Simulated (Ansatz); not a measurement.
HBO⁺, doublet: reading a ladder of total energies

Geometry: that of the HBO, singlet, kept fixed.

| atom | x (Å) | y (Å) | z (Å) |
| --- | --- | --- | --- |
| B | 0.0000 | 0.0000 | 0.0084 |
| O | 0.0000 | 0.0000 | -1.1895 |
| H | 0.0000 | 0.0000 | 1.1811 |

Basis 6-31G; Ansatz 0.2.0. Correlated methods freeze the noble-gas cores, which leaves 9 electrons in 18 orbitals. R marks a restricted (for open shells ROHF) determinant, U an unrestricted one.

Full CI is exact within this basis and frozen core; it isn't the basis-set limit. The frozen core follows each run's orbitals, which can shift R against U totals by a few meV.

Runs differ by some tens of microhartree through their thresholds and, for an open shell, their frozen cores, so steps under 0.1 kcal/mol mean nothing.

```json
{"level": "UHF", "total energy (hartree)": "-99.684892"}
{"level": "UMP2", "total energy (hartree)": "-99.806531"}
{"level": "UCCSD", "total energy (hartree)": "-99.821336"}
{"level": "UCCSD(T)", "total energy (hartree)": "-99.824468"}
{"level": "UCCSDT", "total energy (hartree)": "-99.825002"}
{"level": "UCCSDT(Q)", "total energy (hartree)": "-99.825182"}
{"level": "UCCSDTQ", "total energy (hartree)": "-99.825163"}
{"level": "full CI", "total energy (hartree)": "-99.825144"}
```

What is the correlation energy at full CI, and what share of it do UMP2 and UCCSD recover?

E(corr) = -99.825144 − (-99.684892) = -0.140252 hartree = -3.816 eV. UMP2: -0.121639 / -0.140252 = 86.73 %. UCCSD: -0.136444 / -0.140252 = 97.28 %.

By how many kcal/mol does UCCSD(T) miss full CI (1 hartree = 627.509 kcal/mol), and which steps make up the rest?

-99.824468 − (-99.825144) = 0.000676 hartree = 0.42 kcal/mol. Steps: UCCSDT − UCCSD(T) = -0.34, UCCSDT(Q) − UCCSDT = -0.11, UCCSDTQ − UCCSDT(Q) = 0.01, full CI − UCCSDTQ = 0.01 kcal/mol. That is within 1 kcal/mol of the reference in this basis, which itself misses far more of the correlation at the basis-set limit.
